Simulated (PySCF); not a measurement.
**OF: frontier orbitals**

ωB97X at R = 1.339 Å; basis O cc-pVDZ, F cc-pVDZ; no relativity; PySCF 2.14. State: ²Π (doublet), unpaired electrons π ↑. Only the outer orbitals are listed, counted within each symmetry.

```json
{"spin": "α", "orbital": "3σ", "occ.": "1", "ε (eV)": "-39.63", "on O (%)": "27", "main shells (%)": "70 F s, 21 O s"}
{"spin": "α", "orbital": "4σ", "occ.": "1", "ε (eV)": "-29.22", "on O (%)": "67", "main shells (%)": "67 O s, 25 F s"}
{"spin": "α", "orbital": "5σ", "occ.": "1", "ε (eV)": "-18.30", "on O (%)": "48", "main shells (%)": "50 F p, 37 O p, 10 O s"}
{"spin": "α", "orbital": "1π", "occ.": "1", "ε (eV)": "-18.20", "on O (%)": "40", "main shells (%)": "60 F p, 39 O p"}
{"spin": "α", "orbital": "1π", "occ.": "1", "ε (eV)": "-17.30", "on O (%)": "29", "main shells (%)": "71 F p, 28 O p"}
{"spin": "α", "orbital": "2π", "occ.": "1", "ε (eV)": "-13.36", "on O (%)": "61", "main shells (%)": "61 O p, 39 F p"}
{"spin": "α", "orbital": "2π", "occ.": "1", "ε (eV)": "-11.96", "on O (%)": "72", "main shells (%)": "72 O p, 28 F p"}
{"spin": "α", "orbital": "6σ", "occ.": "0", "ε (eV)": "2.59", "on O (%)": "62", "main shells (%)": "59 O p, 37 F p"}
{"spin": "α", "orbital": "3π", "occ.": "0", "ε (eV)": "25.76", "on O (%)": "95", "main shells (%)": "95 O p"}
{"spin": "α", "orbital": "7σ", "occ.": "0", "ε (eV)": "25.76", "on O (%)": "97", "main shells (%)": "99 O p, 9 F p"}
{"spin": "β", "orbital": "3σ", "occ.": "1", "ε (eV)": "-39.07", "on O (%)": "23", "main shells (%)": "74 F s, 17 O s"}
{"spin": "β", "orbital": "4σ", "occ.": "1", "ε (eV)": "-27.64", "on O (%)": "67", "main shells (%)": "67 O s, 22 F s, 12 F p"}
{"spin": "β", "orbital": "5σ", "occ.": "1", "ε (eV)": "-17.76", "on O (%)": "48", "main shells (%)": "49 F p, 35 O p, 13 O s"}
{"spin": "β", "orbital": "1π", "occ.": "1", "ε (eV)": "-17.03", "on O (%)": "25", "main shells (%)": "75 F p, 24 O p"}
{"spin": "β", "orbital": "1π", "occ.": "1", "ε (eV)": "-16.29", "on O (%)": "16", "main shells (%)": "84 F p, 15 O p"}
{"spin": "β", "orbital": "2π", "occ.": "1", "ε (eV)": "-11.36", "on O (%)": "75", "main shells (%)": "76 O p, 24 F p"}
{"spin": "β", "orbital": "2π", "occ.": "0", "ε (eV)": "-1.83", "on O (%)": "85", "main shells (%)": "85 O p, 15 F p"}
{"spin": "β", "orbital": "6σ", "occ.": "0", "ε (eV)": "3.33", "on O (%)": "65", "main shells (%)": "62 O p, 34 F p"}
{"spin": "β", "orbital": "7σ", "occ.": "0", "ε (eV)": "26.13", "on O (%)": "96", "main shells (%)": "98 O p, 10 F p"}
```

Which are the highest filled and the lowest empty level, where do they sit, and how wide is the gap?

Highest filled β 2π at -11.36 eV (in %: 76 O p, 24 F p); lowest empty β 2π at -1.83 eV (in %: 85 O p, 15 F p); the gap at ωB97X is 9.53 eV. Both belong to one degenerate shell, split only by its one-sided filling, so this is no excitation gap.

```
bond order (Mayer)                             : 1.16
⟨S²⟩                                           : 0.753
charge on O (Mulliken, basis-dependent)        : 0.05
charge on O (Löwdin, basis-dependent)          : 0.03
dipole moment (positive dipole means O(−)F(+)) : -0.01 D
```

The state is the lowest determinant that a PBE0 search found; another state may lie lower at other levels.
